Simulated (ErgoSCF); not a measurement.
# CH3LiS (SMILES [Li][S]C), step by step

Wanted: the energy (HF/pcseg-0), then the energy (HF/pcseg-1), then a single-point energy (HF/pcseg-2) of CH3LiS. 

The calculation is run with ErgoSCF 3.8.

3 further runs of the same task are left out: 1 that didn't finish, 2 set aside as unsound or not needed.

### Step 1. The molecule

CH3LiS has 6 atoms, charge 0, and is taken as a singlet. As SMILES, `[Li][S]C`. Geometry: relaxed at PBE0-D4/def2-TZVP.

Bond lengths: Li1–S2 2.134 Å, S2–C3 1.823 Å, C3–H4 1.092 Å, C3–H5 1.091 Å, C3–H6 1.092 Å. Angles: Li1–S2–C3 108.6°, S2–C3–H4 112.0°, S2–C3–H5 108.5°, S2–C3–H6 111.8°, H4–C3–H5 107.8°, H4–C3–H6 108.8°, H5–C3–H6 107.8°.

### Step 2. A single-point energy at HF/pcseg-0 (run 1)

run.inp reads:

```
set_nthreads("env")
molecule_inline Angstrom
Li    -0.494400    -2.350700     1.017300
S     -1.086700    -0.738300    -0.248500
C      0.207600     0.544000    -0.201600
H      1.180800     0.155200    -0.507000
H     -0.067000     1.338000    -0.897700
H      0.301800     0.987700     0.791300
EOF
scf.max_number_of_iterations = 70
scf.use_diagonalization = 1
scf.output_mulliken_pop = 1
tmpdir = "."
basis = "pcseg-0"
run "HF"
```

The basis set pcseg-0 is read from a file made from the Basis Set Exchange's data (not shown).

Command:

```sh
$ ergo < run.inp
```

The program printed:

```text
[...]
INSC SCF_general constructor, number of basis functions: 34
[...]
INSC Energy   1 =       -271.01099913230
[...]
INDE E_LUMO =          0.00643153837
[...]
INSC Energy  17 =       -443.98476785572  ( diff     -0.000000000001762 )
[...]
RESC CONVERGED after  17 iterations.
RESC FINAL ENERGY:       -443.98476785572
[...]
INSC SCF: dipole_moment_x [atomic units] =       1.15279951
INSC SCF: dipole_moment_y [atomic units] =      -1.94527256
INSC SCF: dipole_moment_z [atomic units] =       1.78675826
[...]
```

It took 1.9 s on 1 thread of Arm Neoverse V2, shared host.

### Step 3. A single-point energy at HF/pcseg-1 (run 2)

run.inp, as its differences from that of step 2:

```diff
@@ -13,3 +13,3 @@
 tmpdir = "."
-basis = "pcseg-0"
+basis = "pcseg-1"
 run "HF"
```

The basis set pcseg-1 is read from a file made from the Basis Set Exchange's data (not shown).

Command:

```sh
$ ergo < run.inp
```

The program printed:

```text
[...]
INSC SCF_general constructor, number of basis functions: 56
[...]
INSC Energy   1 =       -174.57820502726
[...]
INDE E_LUMO =         -0.00298083721
[...]
INSC Energy  26 =       -444.57455481446  ( diff     -0.000000000005343 )
[...]
RESC CONVERGED after  26 iterations.
RESC FINAL ENERGY:       -444.57455481446
[...]
INSC SCF: dipole_moment_x [atomic units] =       1.11944939
INSC SCF: dipole_moment_y [atomic units] =      -1.90603478
INSC SCF: dipole_moment_z [atomic units] =       1.74571838
[...]
```

It took 14 s on 1 thread of Arm Neoverse V2, shared host.

### Step 4. The energy at HF/pcseg-2 (run 3)

run.inp, as its differences from that of step 3:

```diff
@@ -13,3 +13,3 @@
 tmpdir = "."
-basis = "pcseg-1"
+basis = "pcseg-2"
 run "HF"
```

The basis set pcseg-2 is read from a file made from the Basis Set Exchange's data (not shown).

Command:

```sh
$ ergo < run.inp
```

The program printed:

```text
[...]
INSC SCF_general constructor, number of basis functions: 121
[...]
INSC Energy   1 =        -94.44448453283
[...]
INDE E_LUMO =         -0.00664737310
[...]
INSC Energy  16 =       -444.64394922769  ( diff     -0.000000000001251 )
[...]
RESC CONVERGED after  16 iterations.
RESC FINAL ENERGY:       -444.64394922769
[...]
INSC SCF: dipole_moment_x [atomic units] =       1.06885474
INSC SCF: dipole_moment_y [atomic units] =      -1.87844140
INSC SCF: dipole_moment_z [atomic units] =       1.69984507
[...]
```

Run time: 2.2 min. Hardware: 1 thread of Arm Neoverse V2, shared host.

### Step 5. Outcome

| quantity | value |
| --- | --- |
| run 1, HF/pcseg-0: total energy | -443.98477 Eh |
| run 1, HF/pcseg-0: dipole moment | 7.33 D |
| run 2, HF/pcseg-1: total energy | -444.57455 Eh |
| run 2, HF/pcseg-1: dipole moment | 7.16 D |
| run 3, HF/pcseg-2: total energy | -444.64395 Eh |
| run 3, HF/pcseg-2: dipole moment | 6.99 D |

**Reading.** Mulliken charges (run 2, HF/pcseg-1) run from -0.63 on S2 to +0.65 on Li1; they depend strongly on the basis.
